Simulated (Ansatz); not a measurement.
Input file:

```yaml
crystal:
  periodic: [false, false, false]
  atoms:
    - {symbol: N, position_ang: [0.000000, 0.000000, 1.506801]}
    - {symbol: Ga, position_ang: [0.000000, 0.000000, -0.363134]}
    - {symbol: H, position_ang: [0.000000, 0.825767, 2.090162]}
    - {symbol: H, position_ang: [0.000000, -0.825767, 2.090162]}
basis:
  gaussian: {orbitals: cc-pVDZ}
magnetization: {spin_polarized: true, initial_magnetization: 2}
hamiltonian: {xc: {name: B2PLYP}}
correlation: {electrons: outside_noble_gas}
```

```sh
$ ansatz run in.yaml --threads 1 --pin off --events-out ev --progress --plain --max-ram 2816MiB --backend cpu
```

Log:

```
546 factors; integrals over basis functions are off by at most 1.4e-3 eV
mean field evaluation 1: about -53878.0604 eV, gradient 3.0e1 eV
mean field evaluation 2: about -53878.0618 eV, gradient 3.0e1 eV
mean field evaluation 4: about -53882.1697 eV, gradient 3.4e0 eV
mean field evaluation 8: about -53882.2576 eV, gradient 1.1e-1 eV
mean field evaluation 16: about -53882.2581 eV, gradient 4.1e-5 eV
mean field evaluation 32: about -53868.2200 eV, gradient 1.5e1 eV
mean field -53882.25805208 eV, -1980.1364607077 hartree, gradient 7.8e-6 eV, S^2 2.004237; 5 other end points of the search recorded, 0 dependent functions left out
15 core orbitals not correlated: weight in the atoms' cores, before any rotation towards them, 0.894 or more for the frozen orbitals, at most 0.108 for the correlated occupied ones
reference -53882.25816922 eV, -1980.1364650124 hartree; 6, 4 occupied and 30, 32 virtual orbitals, 546 factors
second order -7.04622877 eV of doubles, -0.00000000 eV of singles
Total energy: -53884.16065099 eV, -1980.2063799278 hartree
```

Ran on 1 thread of AMD EPYC 7R13, shared host: 3.5 s wall, 0.23 GiB peak host memory.
